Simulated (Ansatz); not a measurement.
# CH6O2: the cost of one run

Program: Ansatz 0.2.0. Level of theory: the levels named in each step. These are calculated values, not measurements.

### 1 The structure to begin with

Bond lengths: C1–O2 1.412 Å, C1–H4 1.094 Å, C1–H5 1.094 Å, C1–H6 1.088 Å, O2–H7 0.963 Å, O3–H8 0.968 Å, O3–H9 0.958 Å. Angles: C1–O2–H7 109.0°, O2–C1–H4 111.3°, O2–C1–H5 111.4°, O2–C1–H6 106.4°, H4–C1–H5 109.4°, H4–C1–H6 109.2°, H5–C1–H6 109.1°, H8–O3–H9 106.2°.

Structure file:

```xyz
9

C     0.3391    1.5811   -0.3062
O    -0.1317    0.6565    0.6515
O    -0.1602   -2.0044   -0.3773
H     0.4957    2.5679    0.1386
H     1.2700    1.2387   -0.7671
H    -0.4321    1.6520   -1.0710
H     0.5241    0.5686    1.3519
H    -0.2331   -1.0848   -0.0825
H    -1.0322   -2.3881   -0.2746
```

### 2 A rough first relaxation, PBE-D4/def2-SVP

This run stands in another session on the same molecule. It ended at:

```xyz
9

C     0.2297    1.3610   -0.3167
O    -0.2805    0.8048    0.8940
O     0.0681   -1.7568   -0.2212
H     0.8456    2.2713   -0.1406
H     0.8192    0.6119   -0.8913
H    -0.6425    1.6607   -0.9314
H     0.4787    0.6681    1.4912
H    -0.2758   -0.9956    0.3023
H    -0.6029   -1.8381   -0.9231
```

### 3 Relaxation, B2PLYP/def2-TZVPP

input.yaml

```yaml
crystal:
  periodic: [false, false, false]
  atoms:
    - { symbol: C, position_ang: [0.22973766, 1.36095541, -0.31671541] }
    - { symbol: O, position_ang: [-0.28050951, 0.80480213, 0.894016] }
    - { symbol: O, position_ang: [0.06809836, -1.75675143, -0.22121459] }
    - { symbol: H, position_ang: [0.84564192, 2.27132438, -0.14059012] }
    - { symbol: H, position_ang: [0.81918107, 0.61191896, -0.89125059] }
    - { symbol: H, position_ang: [-0.64249475, 1.66068007, -0.93137089] }
    - { symbol: H, position_ang: [0.47865331, 0.66810725, 1.49116675] }
    - { symbol: H, position_ang: [-0.27579626, -0.99557079, 0.30228297] }
    - { symbol: H, position_ang: [-0.6028518, -1.83805598, -0.92307413] }
basis:
  gaussian: { orbitals: def2-TZVPP }
hamiltonian:
  xc: { name: B2PLYP }
relax:
  f_tol: 0.002
  max_steps: 150
```

On the command line:

```
$ ansatz run input.yaml --threads 4 --pin off --max-ram 10240MiB --backend cpu --events-out ev --progress --plain --runs-dir out
```

Q: Estimate wall time and peak memory on 4 threads of Arm Neoverse N1, shared host.

About 3.9 min, with a peak of 0.6 GiB.
